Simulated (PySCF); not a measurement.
CHF2CH2F, C2H3F3.
Structure used (GFN2-xTB), in Å, numbered top down from 1:
```xyz
8
C2H3F3 angstrom
F      1.3613   -0.9599    0.6421
C      0.7651    0.1420    0.1011
C     -0.7304   -0.1177   -0.0838
F     -1.4242    1.0305    0.0902
F     -1.0057   -0.5387   -1.3371
H      1.2459    0.3464   -0.8605
H      0.9085    0.9746    0.7972
H     -1.1114   -0.8677    0.6263
```

Level of theory: PySCF, TDDFT PBE0/def2-SVPD, vertical, gas phase, core orbitals frozen in the response.

Transition dipole moments from the ground state, in atomic units and in the frame of the coordinates above (overall signs are arbitrary), for the states with f of 0.002 or more among the lowest 7:

```tsv
state	E (eV)	μx	μy	μz
S1	9.174	0.207	0.128	-0.063
S2	9.557	-0.070	-0.022	-0.120
S3	9.623	-0.016	0.057	0.142
S4	10.062	-0.218	-0.282	0.283
S5	10.131	0.029	0.181	0.193
S6	10.353	0.219	0.379	-0.244
S7	10.764	-0.219	-0.098	0.351
```

Question: Work out the oscillator strengths.

Answer: f = (2/3) ΔE |μ|² with ΔE in hartree (27.2114 eV).

```csv
state,|μ|² (au),|μ| (D),f
S1,0.063,0.64,0.014
S2,0.020,0.36,0.005
S3,0.024,0.39,0.006
S4,0.207,1.16,0.051
S5,0.071,0.68,0.018
S6,0.251,1.27,0.064
S7,0.181,1.08,0.048
```

Question: What angle do the transition dipoles of S1 and S6 make?

Answer: |cos θ| = |μa·μb| / (|μa| |μb|) = 0.87, so θ ≈ 30° (taken between 0 and 90°, since the signs are arbitrary).

Question: What peak molar absorption coefficient would the strongest computed level give as a lone Gaussian band 0.3 eV wide at half height?

Answer: ε(max) = 2.175×10⁸ f / FWHM, with the width in cm⁻¹. S6: 2.175×10⁸ × 0.0638 / 2420 ≈ 5700 L mol⁻¹ cm⁻¹.

The run took 9.2 s of wall time on an Arm Neoverse V1 with one thread, shared host.

One conformer stands for the species.

Without π bonds the low states may be Rydberg-like; a valence basis with one diffuse set may place them up to an eV too high.
